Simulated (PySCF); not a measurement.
Molecule: SMILES s1c(N)ccc1, C₄H₅NS.

Structure with atom numbers: `[NH2:1][c:2]1[cH:3][cH:4][cH:5][s:6]1`; H(Xn) means a hydrogen on atom n.

Geometry PBE0-D3(BJ)/def2-SVP throughout; GIAO in PySCF, gas phase, one conformer, non-relativistic; equivalent atoms averaged; basis pcSseg-2.

Q: How do the shifts δ (against NH3, TMS, CS2 at the same level) depend on the functional? (a selection of nuclei; ppm; last column core-seconds on shared hosts with different chips, so compare them loosely; the GGAs took longer than the global hybrids here, which isn't the general rule, and the cause wasn't traced)

A: 
```
functional                    kind    N1     C2     C4     C3     S6  H(C4)  H(C5)  H(C3)  H(N1)  core-s
        HF            Hartree–Fock  51.3  173.5  137.4  105.8  170.0   6.87   6.40   6.02   3.61      19
       LDA                     LDA  76.1  167.4  137.2  113.5  240.5   6.71   6.25   6.15   3.64      36
       PBE                     GGA  72.7  162.1  132.3  109.0  221.3   6.67   6.19   6.09   3.58      47
      BLYP                     GGA  73.3  164.8  132.3  108.7  236.0   6.60   6.13   6.04   3.57      47
      BP86                     GGA  71.3  162.2  132.1  108.7  223.2   6.66   6.18   6.06   3.56      45
      OPBE                     GGA  69.5  154.2  127.9  105.7  197.2   6.73   6.26   6.10   3.60      44
       KT2                     GGA  69.1  154.3  124.3  101.9  201.2   6.60   6.11   6.07   3.59      37
       KT3                     GGA  68.5  152.4  123.1  101.0  197.4   6.59   6.13   6.04   3.60      37
     B97-D                     GGA  69.4  158.8  128.4  105.4  220.3   6.62   6.15   6.02   3.58      37
     B3LYP           global hybrid  68.0  168.4  135.0  110.0  225.0   6.68   6.25   6.07   3.57      27
      PBE0           global hybrid  66.2  166.3  135.1  110.1  207.8   6.76   6.34   6.11   3.58      26
  mPW1PW91           global hybrid  65.8  166.7  135.4  110.3  209.0   6.75   6.32   6.09   3.56      27
      WP04           global hybrid  64.1  168.1  135.1  111.3  223.9   6.47   6.16   5.82   3.54      36
     B97-2           global hybrid  65.1  163.1  132.3  107.8  205.6   6.72   6.29   6.07   3.57      33
 BHandHLYP           global hybrid  61.3  172.1  137.2  110.0  207.0   6.77   6.37   6.08   3.58      34
 CAM-B3LYP  range-separated hybrid  64.4  173.3  138.5  111.7  223.8   6.76   6.37   6.09   3.54      46
   wB97X-D  range-separated hybrid  62.4  170.3  137.3  110.9  211.1   6.78   6.40   6.08   3.51      44
   LC-wPBE  range-separated hybrid  59.7  175.0  142.3  114.1  205.8   6.86   6.52   6.09   3.45      63
```

Q: Which nucleus among those listed moves most, in ppm?

A: S6 (aromatic ring sulfur): from 170.0 ppm with HF to 240.5 ppm with LDA. The smallest spread is 0.19 ppm, at H(N1). Proton shifts span only some 12 ppm, so a few tenths of a ppm matter as much there as several ppm in carbon.
